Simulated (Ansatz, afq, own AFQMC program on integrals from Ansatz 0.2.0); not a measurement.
**Where AFQMC and coupled cluster stand for Si₂GeH₇O₂, doublet**

```xyz
12

Si   -2.0278    0.5877    1.0894
O    -0.3947    0.8951    1.0472
Ge    1.1059   -0.0362    1.0522
O     1.1253   -1.0604   -0.3933
Si    1.0125   -0.8442   -2.0407
H    -2.7170    1.8066    1.6011
H    -2.5416    0.2670   -0.2765
H    -2.3246   -0.5669    1.9958
H     2.2439    0.9872    0.9792
H     1.1239   -0.9965    2.2465
H     1.4923   -2.1005   -2.7000
H     1.8581    0.3199   -2.4811
```

Basis def2-SVP. Only valence electrons are correlated. Ansatz 0.2.0 and our own AFQMC program on the same integrals; the CISD trial comes from CCSD amplitudes, and released means the phaseless constraint is let go. Uncertainties: one standard error, sampling alone. No spin–orbit coupling.

Determinant: UHF, the one that the program's search chose, which needn't be the lowest solution. The geometry is a PBE0/def2-SVP stationary point of this or a neighbouring charge and spin state.

No full CI on the walks' own integrals is used here. The released AFQMC energy serves as the reference, which it does only where one determinant dominates, the energy is flat over the last release times and near the phaseless one (40 meV or 2 meV an electron, half that with transition metals). On small molecules, where full CI could be run and the noise was under 10 meV, such values lay within 10 meV of it in 19 cases of 20, a flattering rate, since the rule was set on those same cases; what remains of the bias isn't in the error bar.

Cautions: no relativity below Rb; no spin-orbit coupling; inner d shell frozen; the released value is read at 0.90 1/Eh with a noise of 24 meV, more than in the cases checked (meV from the phaseless value at times in 1/Eh: 28 ± 21 at 0.21, 27 ± 22 at 0.42, 23 ± 23 at 0.63, -5 ± 24 at 0.90).

```
T1 diagnostic                               : 0.0144
weight of the determinant in the CISD state : 0.777
⟨S²⟩ of the determinant                     : 0.753
size of the correlated space                : 31 electrons in 105 orbitals
```

Reference: AFQMC with the constraint released, correlation energy -19.659 ± 0.024 eV.

| level | E − E(reference) (kcal/mol) | share of correlation (%) |
| --- | --- | --- |
| HF | 453.35 ± 0.56 | 0.00 |
| MP2 | 48.37 ± 0.56 | 89.33 |
| CCSD | 13.10 ± 0.56 | 97.11 |
| CCSD(T) | 2.70 ± 0.56 | 99.40 |
| ph-AFQMC/CISD | 0.11 ± 0.64 | 99.98 |

Released energies are given only where the last usable release times agree within the noise; a slower fall can still hide under it.
